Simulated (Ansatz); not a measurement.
# Ligand exchange: CH2N2 + SiH2(OH)(SiH3) → HOCN + SiH2(NH2)(SiH3)

Gas-phase species: CH2N2 (cyanamide) `N#CN`, singlet; SiH2(OH)(SiH3) (disilanol), singlet; HOCN (cyanic acid) `N#CO`, singlet; SiH2(NH2)(SiH3), singlet. The partners trade NH2 for OH: C–NH2 and Si–OH bonds give way to C–OH and Si–NH2.

Shapes, held fixed at every level: PBE0-D4/def2-TZVP. Flexible molecules stand in one conformer, not always the lowest. Programs: Ansatz 0.2.0. Electronic energies: no zero-point or thermal term.

Problem. Estimate ΔE of this reaction.

Solution. The highest level, CCSD(T)/CBS estimate, gives ΔE = +82.9 kJ/mol; the levels span +73.6 to +89.1. The column of differences is taken from that level and isn't an error. No measured value is set beside it here. The CBS estimate extrapolates MP2 from def2-TZVPP and def2-QZVPP and adds CCSD(T) − MP2 in the triple-zeta set, cores frozen.

| level | kind | ΔE (kJ/mol) | less CCSD(T)/CBS estimate |
| --- | --- | --- | --- |
| HF/def2-TZVPP | Hartree–Fock | +89.1 | +6.2 |
| SPW92/def2-TZVPP | LDA | +77.9 | -5.0 |
| r2SCAN-D4/def2-TZVPP | meta-GGA | +82.4 | -0.5 |
| B3LYP-D4/def2-TZVPP | global hybrid | +83.3 | +0.4 |
| MP2/def2-SVP | perturbation theory | +73.9 | -9.0 |
| CCSD/def2-SVP | coupled cluster or CI | +73.6 | -9.3 |
| CCSD(T)/def2-TZVPP | coupled cluster or CI | +81.3 | -1.6 |
| CCSD(T)/CBS estimate | coupled cluster or CI | +82.9 | 0.0 |
